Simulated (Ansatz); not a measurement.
**How far each method lies from RCCSDTQ for C3H4, singlet**

Geometry: MP2(full)/6-31G*, from the G2/97 set.

```yaml
atoms:
  - { symbol: C, position_ang: [0.0000, 0.0000, 0.1552] }
  - { symbol: C, position_ang: [0.0000, 0.0000, 1.3734] }
  - { symbol: C, position_ang: [0.0000, 0.0000, -1.3062] }
  - { symbol: H, position_ang: [0.0000, 0.0000, 2.4391] }
  - { symbol: H, position_ang: [0.0000, 1.0211, -1.6959] }
  - { symbol: H, position_ang: [0.8843, -0.5106, -1.6959] }
  - { symbol: H, position_ang: [-0.8843, -0.5106, -1.6959] }
```

Basis cc-pVDZ; Ansatz 0.2.0. Correlated methods freeze the noble-gas cores, which leaves 16 electrons in 59 orbitals. Prefix R: restricted or restricted open-shell reference.

Full CI isn't at hand for all of this; RCCSDTQ serves as the reference, and is uncertain by about the last step of the cluster series.

```
UHF ⟨S²⟩                          : 0.000
T1 diagnostic (RCCSD)             : 0.0109
largest doubles amplitude (RCCSD) : 0.074
```

Q: From what is known of these methods and the diagnostics, rank them by the size of their error in total energy against RCCSDTQ in cc-pVDZ, smallest first (an estimate: the text doesn't fix the numbers).
A. RMP2
B. RCCSDT(Q)
C. RCCSDT
D. RHF
E. RCCSD(T)

A: B (4 meV), C (33 meV), E (48 meV), A (1274 meV), D (12117 meV).

All errors are against RCCSDTQ in cc-pVDZ. Below it: RCCSDT(Q). Within each family the higher level lies nearer, as is usual though not guaranteed.

Atomization energy (electronic, same basis, no zero-point term; atoms at the same level, unrestricted beside the R rows where the molecule is a closed shell, with restricted open-shell steps beyond CCSDT(Q)) at RCCSDTQ: 2728.6 kJ/mol. Errors of other levels:

| level | error (kJ/mol) |
| --- | --- |
| RHF | -585.1 |
| RMP2 | 53.4 |
| RCCSD | -37.1 |
| RCCSD(T) | -2.1 |
| RCCSDT | -3.1 |
| RCCSDT(Q) | 0.3 |

This basis is far from its limit, so the value isn't to be set against a measured one.
